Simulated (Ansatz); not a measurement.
# C2H10Si: a short trajectory

The task is to watch the atoms for 40 steps of 0.5 fs, started with velocities for 300 K and run with a Nosé-Hoover thermostat, and see to which side of the barrier the system falls.

The runs use Ansatz 0.2.0, Gaussian basis; Hartree-Fock/def2-SVPD.

1 further run of the same task is left out (it didn't finish).

### 1 Where the work starts

The start, a first-order saddle point found at PBE0-D4 in triple zeta: 13 atoms, charge 0, spin multiplicity 1.

Atoms are counted from 1 here; the program's logs count them from 0.

Bond lengths: Si1–H3 1.520 Å, Si1–H4 1.486 Å, Si1–C5 1.869 Å, Si1–H6 1.644 Å, C2–H6 1.357 Å, C2–H8 1.089 Å, C2–H9 1.090 Å, C2–H10 1.098 Å, C5–H11 1.094 Å, C5–H12 1.091 Å, C5–H13 1.093 Å. Angles: H3–Si1–H4 102.3°, H3–Si1–C5 101.4°, H3–Si1–H6 120.8°, H4–Si1–C5 121.9°, H4–Si1–H6 102.5°, C5–Si1–H6 109.1°, H6–C2–H8 120.7°, H6–C2–H9 118.8°, H6–C2–H10 84.4°, H8–C2–H9 110.9°, H8–C2–H10 108.8°, H9–C2–H10 108.7°, Si1–C5–H11 109.3°, Si1–C5–H12 112.0°, Si1–C5–H13 109.8°, H11–C5–H12 107.8°, H11–C5–H13 107.6°, H12–C5–H13 110.2° and more.

Geometry (Å):

```
Si   -0.54825    0.28058    0.32043
C     0.63408   -1.53814    0.55625
H    -1.60018   -0.70558   -0.16124
H    -1.12740    0.76168    1.60187
C    -0.38116    1.39731   -1.16868
H     0.94423   -0.23520    0.77745
H     0.96524    0.89606    0.88114
H    -0.06592   -2.06081    1.20694
H     0.54723   -1.88954   -0.47180
H     1.65671   -1.72983    0.90856
H     0.35305    0.97081   -1.85901
H    -0.04106    2.39693   -0.89459
H    -1.33658    1.45584   -1.69732
```

### 2 The run

File md/in.yaml:

```yaml
crystal:
  periodic: [false, false, false]
  atoms:
    - {symbol: Si, position_ang: [-0.548251, 0.280581, 0.320432]}
    - {symbol: C, position_ang: [0.634082, -1.538144, 0.556246]}
    - {symbol: H, position_ang: [-1.600181, -0.705581, -0.161244]}
    - {symbol: H, position_ang: [-1.127397, 0.761681, 1.601865]}
    - {symbol: C, position_ang: [-0.381159, 1.397311, -1.168683]}
    - {symbol: H, position_ang: [0.944226, -0.235200, 0.777453]}
    - {symbol: H, position_ang: [0.965241, 0.896063, 0.881145]}
    - {symbol: H, position_ang: [-0.065920, -2.060813, 1.206937]}
    - {symbol: H, position_ang: [0.547234, -1.889544, -0.471799]}
    - {symbol: H, position_ang: [1.656713, -1.729834, 0.908562]}
    - {symbol: H, position_ang: [0.353051, 0.970807, -1.859005]}
    - {symbol: H, position_ang: [-0.041063, 2.396931, -0.894588]}
    - {symbol: H, position_ang: [-1.336575, 1.455840, -1.697322]}
basis:
  gaussian: {orbitals: def2-SVPD}
hamiltonian: {xc: hf}
md: {n_steps: 40, timestep: 0.5, temperature: 300, ensemble: nvt_nose_hoover, seed: 359, initial_velocities: maxwell_boltzmann}
```

Run with:

```sh
$ ansatz run in.yaml --threads 4 --pin off --events-out ev --progress --plain --max-ram 9574MiB
```

Q: Predict the outcome of this session. Wanted: temperature at the start; mean temperature, second half; lowest and highest potential energy, from the first frame; largest change of potential + kinetic; bonds lost by distance.

As calculated:

| quantity | value |
| --- | --- |
| length | 40 steps, 20.0 fs |
| temperature at the start | 300 K |
| mean temperature, second half | 1090 K |
| lowest and highest potential energy, from the first frame | -2276 and 88 meV |
| largest change of potential + kinetic | 41.1 meV |
| bonds lost by distance | Si1–C2, Si1–H6 |

What this shows: By the last frame it has moved towards the side where Si1–H7, C2–H6 form. The system runs downhill by 2.28 eV, and that energy turns into motion. The thermostat trades energy with the molecule, so the sum of potential and kinetic energy isn't conserved: it changes by -41 meV over the run. The mean temperature of the second half is still well above the 300 K set. The instant temperature ranges from 239 to 1872 K, as energy passes between motion and strain.
